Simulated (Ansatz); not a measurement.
# CHO₂ radical: a ladder of functionals and wavefunction methods

An exercise on one series of results from a longer session: the logs are not shown, and one member is left open.

Computed with Ansatz 0.2.0, Gaussian basis. Level: functionals in def2-TZVPP, the program's frozen cores in correlated methods.

Levels to be run: LDA (SPW92), PBE-D4, revPBE-D4, BLYP-D4, r2SCAN-D4, B97M-V, PBE0-D4, B3LYP-D4, r2SCANh-D4, r2SCAN0-D4, HSE06-D4, BHLYP-D4, CAM-B3LYP-D4, LC-ωPBE, ωB97X-V, ωB97M-V, B2PLYP, PBE-QIDH; CCSD(T)/def2-SVP; CCSD(T)/def2-TZVPP; CCSD(T)/def2-QZVPP; extrapolation to the limit; RPA on PBE.

**The relaxed structure**

The geometry comes from an earlier relaxation with PBE0-D4 in a triple-zeta def2 set; it is a stationary point.

4 atoms, charge 0, spin multiplicity 2.

Atoms are counted from 1 here; the program's logs count them from 0.

Bond lengths: O1–C2 1.215 Å, C2–O3 1.215 Å, C2–H4 1.171 Å. Angles: O1–C2–O3 145.7°, O1–C2–H4 107.1°, O3–C2–H4 107.1°.

Set-up of the first run:

The input, in.yaml:

```yaml
crystal:
  periodic: [false, false, false]
  atoms:
    - {symbol: O, position_ang: [-1.139114, 0.040157, 0.481905]}
    - {symbol: C, position_ang: [-0.004544, -0.097704, 0.070964]}
    - {symbol: O, position_ang: [1.014482, -0.755222, 0.138030]}
    - {symbol: H, position_ang: [0.184776, 0.752569, -0.711300]}
basis:
  gaussian: {orbitals: def2-TZVPP}
magnetization: {spin_polarized: true, initial_magnetization: 1}
hamiltonian: {xc: lda}
output: {orbitals: {seedname: orbitals}}
```

Among the steps run: LDA; PBE-D4 (GGA); revPBE-D4 (GGA); BLYP-D4 (GGA); r2SCAN-D4 (meta-GGA); B97M-V (meta-GGA); PBE0-D4 (hybrid); B3LYP-D4 (hybrid); r2SCANh-D4 (hybrid); r2SCAN0-D4 (hybrid); HSE06-D4 (hybrid); BHLYP-D4 (hybrid); CAM-B3LYP-D4 (range-separated); LC-ωPBE-D4 (range-separated; the results give it without D4); ωB97X-V (range-separated); ωB97M-V (range-separated); B2PLYP (double hybrid); PBE-QIDH (double hybrid).

One table of the session follows, with a row left open; its other results are not shown here.

It belongs to the step «Frontier levels by functional». 

| functional | HOMO (eV) | LUMO (eV) | gap (eV) |
| --- | --- | --- | --- |
| LDA (SPW92) | -7.81 | -6.72 | 1.09 |
| PBE-D4 | -7.76 | -6.40 | 1.36 |
| revPBE-D4 | -7.71 | -6.32 | 1.38 |
| BLYP-D4 | ? | ? | ? |
| r2SCAN-D4 | -8.12 | -6.19 | 1.93 |
| B97M-V | -8.14 | -6.37 | 1.76 |
| PBE0-D4 | -9.12 | -5.45 | 3.67 |
| B3LYP-D4 | -8.96 | -5.80 | 3.16 |
| r2SCANh-D4 | -8.57 | -5.82 | 2.75 |
| r2SCAN0-D4 | -9.24 | -5.26 | 3.98 |
| HSE06-D4 | -8.71 | -5.83 | 2.88 |
| BHLYP-D4 | -10.15 | -4.46 | 5.69 |
| CAM-B3LYP-D4 | -10.50 | -4.42 | 6.08 |
| LC-ωPBE | -11.77 | -3.19 | 8.58 |
| ωB97X-V | -11.43 | -3.35 | 8.08 |
| ωB97M-V | -11.42 | -3.46 | 7.96 |

Estimate the missing values for BLYP-D4.

Worked estimate for «HOMO (eV)». Against the share of exact exchange, B3LYP-D4 (0.2, -8.96), BHLYP-D4 (0.5, -10.15) give a slope of -3.97 per unit share; at 0 the line stands at -8.17.

**Answer.** HOMO (eV): -7.72; LUMO (eV): -6.37; gap (eV): 1.35. In «HOMO (eV)» the line misses by -0.45.
